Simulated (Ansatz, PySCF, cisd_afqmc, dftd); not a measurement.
System: C₃H₅, charge 0, doublet. C3H5 (SMILES [CH]1CC1, doublet).
B3LYP-D3(BJ)/def2-TZVP minimum from Ansatz (a program for electronic structure):
```xyz
8

C      0.0011     0.8829    -0.0327
C      0.7658    -0.3607     0.0513
C     -0.7666    -0.3587     0.0522
H      0.0017     1.6893    -0.7486
H      1.2944    -0.7185    -0.8271
H      1.2504    -0.6199     0.9873
H     -1.2508    -0.6168     0.9889
H     -1.2972    -0.7153    -0.8255
```
Charge 0, spin multiplicity 2.

Quantity: enthalpy of formation at 298 K (by atomisation, with ideal-gas terms from PySCF's Hessian at B3LYP-D3(BJ)/def2-TZVP and the atoms' measured values of the G2/97 table; no spin-orbit terms), in kJ/mol. UHF or UKS for unpaired electrons; spin-orbit terms are left out. Cores are frozen in correlated methods. Rows without X2C or -DK are non-relativistic. AFQMC/CISD: phaseless, guided by CISD from CCSD amplitudes; bars are statistical, one sigma. Outlying blocks are dropped, and bars are widened where a walk drifts. Over all cases where full CI ran beside it in this data, AFQMC minus full CI had a median of +0.1 mEh and passed +0.4 mEh in a tenth of the cases. CBS(X,Y): correlation extrapolated as X^-3, Hartree-Fock from the larger set. A bracket is a step between two methods taken in the basis named. The functionals are non-relativistic, so their misses hold any scalar relativity. Double hybrids freeze cores in their MP2 part. '+ core + X2C': CCSD(T) terms for core correlation (cc-pwCVTZ) and scalar relativity (cc-pVTZ-DK). For partners of very few electrons the exact lower level stands in for a higher one.

| level | program | enthalpy of formation at 298 K (kJ/mol) | difference against the last row |
|---|---|---|---|
| PBE-D3(BJ)/def2-TZVPD | Ansatz + dftd3 | 198.8 | -88.9 |
| B2PLYP/def2-TZVPD | Ansatz | 324.4 | 36.7 |
| B2GP-PLYP-D4/def2-TZVPD | Ansatz + dftd4 | 327.8 | 40.1 |
| MP2/CBS(cc-pVTZ,cc-pVQZ) | Ansatz | 261.4 | -26.3 |
| CCSD/aug-cc-pVDZ | Ansatz | 533.8 | 246.1 |
| CCSD/CBS(aug-cc-pVTZ,aug-cc-pVQZ) | Ansatz | 344.4 | 56.7 |
| CCSD(T)/aug-cc-pVTZ | Ansatz | 357.8 | 70.1 |
| CCSDT(Q)/cc-pVDZ | Ansatz | 517.5 | 229.8 |
| AFQMC/CISD/cc-pVDZ | cisd_afqmc | 517.4 ± 1.3 | 229.7 |
| CCSD(T)/CBS(cc-pVTZ,cc-pVQZ) + [AFQMC/CISD - CCSD(T)]/cc-pVDZ + core + X2C | Ansatz + cisd_afqmc | 287.5 ± 1.3 | -0.2 |
| CCSD(T)/CBS(cc-pVTZ,cc-pVQZ) + [CCSDT(Q) - CCSD(T)]/cc-pVDZ + core + X2C | Ansatz | 287.7 | 0.0 |
